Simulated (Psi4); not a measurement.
# [AlH4]− (SMILES [AlH4-]): PBE/aug-pcseg-2 (sweep point 3)

What is the vertical ionisation energy of [AlH4]− at PBE/aug-pcseg-2 (sweep point 3)? 

The calculation is run with Psi4 1.11.

2 further runs of the same task are left out: 1 that didn't finish, 1 set aside as unsound or not needed.

### Step 1. Starting point

[AlH4]− has 5 atoms, charge -1, and is taken as a singlet. SMILES: `[AlH4-]`. The shape comes from GFN2-xTB, which is rough for such elements, and wasn't checked as a minimum.

Bond lengths: Al1–H2 1.628 Å, Al1–H3 1.628 Å, Al1–H4 1.628 Å, Al1–H5 1.627 Å. Angles: H2–Al1–H3 109.4°, H2–Al1–H4 109.5°, H2–Al1–H5 109.4°, H3–Al1–H4 109.5°, H3–Al1–H5 109.4°, H4–Al1–H5 109.6°.

### Step 2. A single-point energy at PBE/aug-pcseg-2 (sweep point 3)

Input file job.dat:

```
memory 1600 MB

molecule system {
  -1 1
  Al    -0.000020     0.000060    -0.001080
  H      1.443510    -0.504270     0.556410
  H     -1.182970    -0.604500     0.939130
  H     -0.203840    -0.517130    -1.530710
  H     -0.056670     1.625850     0.036250
  symmetry c1
}

set puream true
set scf_type pk
set dft_radial_points 99
set dft_spherical_points 590

e_tot, wfn = energy("pbe/aug-pcseg-2", return_wfn=True)
print_variables()
```

Run with:

```console
$ psi4 -n 1 job.dat job.out
```

job.out:

```text
[...]
  Running in c1 symmetry.
[...]
  Nuclear repulsion =   18.102884358391940
[...]
  Multiplicity = 1
[...]
  Nalpha       = 9
  Nbeta        = 9
[...]
    Number of basis functions: 142
[...]
   @RKS iter   1:  -244.55811818545408   -3.51316e-01   2.63679e-03 ADIIS/DIIS
[...]
   @RKS iter   7:  -244.70362733885503   -2.06514e-08   8.97385e-08 DIIS
[...]
    Orbital Energies [Eh]
    ---------------------
    Doubly Occupied:
       1A    -55.095101     2A     -3.671219     3A     -2.272310
       4A     -2.272306     5A     -2.272300     6A     -0.163235
       7A     -0.042914     8A     -0.042757     9A     -0.042672
[...]
  @RKS Final Energy:  -244.70362733885503
   => Energetics <=
    Nuclear Repulsion Energy =             18.1028843583919397
    One-Electron Energy =                -379.5821503068150946
    Two-Electron Energy =                 136.8962067648716072
    DFT Exchange-Correlation Energy =     -20.1205681553034523
    Empirical Dispersion Energy =           0.0000000000000000
    VV10 Nonlocal Energy =                  0.0000000000000000
    Total Energy =                       -244.7036273388550285
[...]
 Multipole Moments:
 ------------------------------------------------------------------------------------
     Multipole            Electronic (a.u.)      Nuclear  (a.u.)        Total (a.u.)
 ------------------------------------------------------------------------------------
 L = 1.  Multiply by 2.5417464519 to convert [e a0] to [Debye]
 Dipole X            :         -0.0001829            0.0000930           -0.0000898
 Dipole Y            :          0.0006323           -0.0002453            0.0003870
 Dipole Z            :         -0.0080251            0.0045670           -0.0034580
 Magnitude           :                                                    0.0034808
[...]
```

Wall time 28 s (1 thread of Intel Xeon Platinum 8375C at 2.90GHz (Ice Lake), shared host); peak memory 1.1 GiB.

### Step 3. Doublet neutral AlH4

Input file alh4.inp:

```
memory 1600 mb

molecule {
  0 2
  Al    -0.000020     0.000060    -0.001080
  H      1.443510    -0.504270     0.556410
  H     -1.182970    -0.604500     0.939130
  H     -0.203840    -0.517130    -1.530710
  H     -0.056670     1.625850     0.036250
  symmetry c1
}

set {
  basis aug-pcseg-2
  reference uks
  puream true
  scf_type pk
  dft_radial_points 99
  dft_spherical_points 590
  maxiter 150
}

e, wfn = energy("pbe", return_wfn=True)
```

Run with:

```console
$ psi4 alh4.inp alh4.out -n 1
```

alh4.out:

```text
[...]
  Running in c1 symmetry.
[...]
  Nuclear repulsion =   18.102884358391940
[...]
  Multiplicity = 2
[...]
  Nalpha       = 9
  Nbeta        = 8
[...]
    Number of basis functions: 142
[...]
   @UKS iter   1:  -244.47583766604794   -2.69036e-01   1.90837e-03 ADIIS/DIIS
[...]
   @UKS iter  34:  -244.55177876398369   -2.63052e-07   4.07578e-07 DIIS
[...]
   @S^2 Observed:                7.554198641E-01
[...]
    Orbital Energies [Eh]
    ---------------------
    Alpha Occupied:
       1A    -55.353932     2A     -3.928781     3A     -2.533384
       4A     -2.528475     5A     -2.528471     6A     -0.415915
       7A     -0.297452     8A     -0.292528     9A     -0.292427
    Alpha Virtual:
      10A     -0.012586    11A     -0.007363    12A     -0.007033
      13A     -0.006958    14A      0.016267    15A      0.017568
      16A      0.017576    17A      0.036595    18A      0.040929
      19A      0.047276    20A      0.047660    21A      0.047663
      22A      0.059642    23A      0.076903    24A      0.103839
      25A      0.105515    26A      0.105530    27A      0.130459
[...]
  @UKS Final Energy:  -244.55177876398369
   => Energetics <=
    Nuclear Repulsion Energy =             18.1028843583919397
    One-Electron Energy =                -375.2321857247036405
    Two-Electron Energy =                 132.4497125789226288
    DFT Exchange-Correlation Energy =     -19.8721899765945942
    Empirical Dispersion Energy =           0.0000000000000000
    VV10 Nonlocal Energy =                  0.0000000000000000
    Total Energy =                       -244.5517787639836911
[...]
 Multipole Moments:
 ------------------------------------------------------------------------------------
     Multipole            Electronic (a.u.)      Nuclear  (a.u.)        Total (a.u.)
 ------------------------------------------------------------------------------------
 L = 1.  Multiply by 2.5417464519 to convert [e a0] to [Debye]
 Dipole X            :          0.0013812            0.0000930            0.0014742
 Dipole Y            :         -0.0008822           -0.0002453           -0.0011275
 Dipole Z            :         -0.0035874            0.0045670            0.0009796
 Magnitude           :                                                    0.0020986
[...]
```

Run time: 2.1 min. Hardware: 1 thread of Intel Xeon Platinum 8375C at 2.90GHz (Ice Lake), shared host; peak memory 1.1 GiB.

### Step 4. Outcome

Level: PBE/aug-pcseg-2 (sweep point 3).

```
                                                              quantity          value
                                         singlet [AlH4]−: total energy  -244.70363 Eh
                                          singlet [AlH4]−: HOMO energy       -1.16 eV
                                          singlet [AlH4]−: LUMO energy        2.63 eV
singlet [AlH4]−: HOMO–LUMO gap (to an unbound level, set by the basis)        3.79 eV
                                    doublet neutral AlH4: total energy  -244.55178 Eh
                                   doublet neutral AlH4: dipole moment         0.01 D
              doublet neutral AlH4: HOMO energy (highest over α and β)       -7.29 eV
               doublet neutral AlH4: LUMO energy (lowest over α and β)       -7.20 eV
                                            doublet neutral AlH4: ⟨S²⟩          0.755
                   vertical detachment energy (to the doublet neutral)       4.132 eV
```

What this shows: Removing an electron at fixed nuclei costs 4.13 eV (399 kJ/mol). −ε(HOMO) before ionisation, 1.16 eV, is 2.97 eV below this ionisation energy.
